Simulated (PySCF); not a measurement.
Compound: C4H6NO (doublet state).
Geometry (GFN2-xTB, Å), atoms numbered from 1 in this order:
```xyz
12
C4H6NO angstrom
C     -1.2295   -0.8102   -0.8793
C     -0.3155   -0.1373   -0.1914
C     -0.5315    1.2119    0.4136
N      0.9599   -0.6769    0.0164
C      1.9208   -0.0638    0.6911
O      3.0501   -0.3834    0.9553
H     -1.0291   -1.7817   -1.2978
H     -2.2104   -0.4084   -1.0456
H      0.1865    1.9223    0.0069
H     -0.3791    1.1663    1.4908
H     -1.5377    1.5636    0.2095
H      1.1168   -1.6031   -0.3955
```

The hyperfine couplings belong to this conformer and change with its torsions.

As a line formula: `C=C(C)N[C]=O` [radical].

The calculation used UKS B3LYP, pcH-1 on C H N O, non-relativistic, mean-field spin-orbit, GIAO in PySCF. Isolated species at its GFN2-xTB geometry (one conformer only). The geometry wasn't refined by DFT: couplings that depend on bond lengths, twists or pyramidal angles can differ widely from those at the functional's own minimum. No stability test was run, so a lower SCF solution isn't excluded.

Q: Break the g tensor into its mass correction, gauge correction and orbital-Zeeman/spin–orbit terms.

A: 
```tsv
Δg (ppm)	1	2	3
relativistic mass correction	-233	-233	-233
gauge correction	45	31	28
orbital Zeeman/spin–orbit	-3259	-209	2299
total	-3447	-412	2094
```

So g = 1.99887, 2.00191, 2.00441 and g_iso = 2.00173; the tensor is rhombic: the two nearest values differ by 45 % of g3 − g1. 

Q: What are the electron Larmor frequencies g μB B/h along the three axes at 340 mT?

A: 9.5121, 9.5265, 9.5384 GHz for g1, g2 and g3, a range of 26.4 MHz.

Q: How much does each term add to the isotropic shift?

A: The orbital-Zeeman/spin–orbit term -390, the mass correction -233 and the gauge correction 35 ppm, for a total of -588 ppm. The orbital-Zeeman/spin–orbit term is the largest in size. The mass correction is the same along every axis, so the anisotropy comes from the other two: their spans along these axes are 17 (gauge) and 5558 ppm (orbital Zeeman/spin–orbit).

Q: In a frozen sample, at which fields do the three g values resonate at 9.5, 34, 94 and 263 GHz (hyperfine left aside), and which band first spreads them over more than twice a line width of 0.5 mT?

A: 
```
band    GHz  B(g3) mT  B(g2) mT  B(g1) mT  spread mT
   X    9.5    338.63    339.05    339.57       0.94
   Q   34.0   1211.94   1213.45   1215.30       3.36
   W   94.0   3350.65   3354.84   3359.94       9.29
   J  263.0   9374.69   9386.42   9400.68      25.99
```

The spread grows in proportion to the frequency. Q band is the first where it exceeds 1.0 mT.

The Mulliken spin populations are largest on C5 (+0.65), O6 (+0.29) and H12 (+0.07).

The HOMO–LUMO gaps are 5.34 eV among the α and 4.66 eV among the β orbitals.
